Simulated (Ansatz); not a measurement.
## Prototype screening

The calculation used DFT PBEsol, scalar-relativistic, plane waves, PAW in Ansatz 0.2.0. Settings: cutoff 420 eV, Γ-centred meshes no coarser than 0.19 Å⁻¹ for metals and 0.3 Å⁻¹ for insulators (2π included), Gaussian smearing.

Each formula was placed on the sites of the named type and relaxed at zero pressure without lowering the symmetry. No run is spin-polarised. The smearing is 0.1 eV for metals and 0.01 to 0.02 eV otherwise. Formation energies are uncorrected and refer to the elements' standard structures at the same level.

The k mesh leaves about 4 meV/atom of noise in metals.

| formula | started on type | final group | a or a / b (Å) | c (Å) | V (Å³/atom) | E over elements (eV/atom) | gap on mesh (eV) |
| --- | --- | --- | --- | --- | --- | --- | --- |
| Pd | trigonal selenium | Im-3m | 3.08 | 3.08 | 14.7 | ? | 0.00 |
| Pd | beta-tin | I4_1/amd | ? | ? | ? | 0.41 | 0.00 |
| Pd | samarium (9R) | R-3m | 2.73 | 20.34 | 14.6 | ? | 0.00 |
| Pd | black phosphorus | Fmmm | 2.71 / 4.62 | 9.73 | 15.2 | 0.18 | 0.00 |
| Pd | diamond | Fd-3m | 5.68 | 5.68 | 23.0 | 1.36 | 0.00 |
| Sr2AlPd2 | ThCr2Si2 | I4/mmm | ? | ? | ? | -0.15 | 0.00 |
| Pd | beta-tungsten (A15) | Pm-3n | 4.93 | 4.93 | 15.0 | ? | 0.00 |
| Pd | omega | P6/mmm | 4.43 | 2.63 | 14.9 | 0.13 | 0.00 |

(1) E over elements (eV/atom) of Pd on the trigonal selenium type?

(2) Cell and volume of Pd on the beta-tin type?

(3) E over elements (eV/atom) of Pd on the samarium (9R) type?

(4) Cell and volume of Sr2AlPd2 on the ThCr2Si2 type?

(5) E over elements (eV/atom) of Pd on the beta-tungsten (A15) type?

Results:

(1) 0.06

(2) a = 4.92 Å, c = 2.64 Å, V = 16.0 Å³/atom

(3) 0.03

(4) a = 3.75 Å, c = 18.48 Å, V = 26.0 Å³/atom

(5) 0.15